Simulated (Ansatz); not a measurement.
Process, species as SMILES: OCl (OH-Cl) → HClO+ (doublet, bonded as ClO) + e-
B3LYP-D3(BJ)/def2-TZVP geometries, fixed; electronic energies without zero-point terms.

Energies in hartree at r2SCAN with Ansatz (an electronic-structure program); the adiabatic ionisation energy is their sum with the coefficients shown, times 27.2114 eV a hartree. All functions are spherical. Open shells are unrestricted. No added dispersion term, no relativity.

| species | coefficient | part | cc-pV(D+d)Z | cc-pV(T+d)Z | cc-pV(Q+d)Z |
|---|---|---|---|---|---|
| OCl (OH-Cl) | -1 | r2SCAN | -535.89332 | -535.94107 | -535.95248 |
| HClO+ (doublet, bonded as OCl) | +1 | r2SCAN | -535.49538 | -535.54424 | -535.55526 |

Predict the adiabatic ionisation energy in cc-pV(5+d)Z (X = 5): let each r2SCAN step shrink by the ratio of the last two. Compare with the run.


- OCl (OH-Cl): steps -0.04775 and -0.01141, ratio 0.239, so r2SCAN -535.95521 (run: -535.95743).
- HClO+ (doublet, bonded as OCl): steps -0.04886 and -0.01102, ratio 0.226, so r2SCAN -535.55775 (run: -535.55978).
Predicted 10.815 eV; the run in cc-pV(5+d)Z gives 10.821, a miss of -0.005. Keeping the value in cc-pV(Q+d)Z, 10.809, would miss by -0.012. All sums are of the energies as printed.
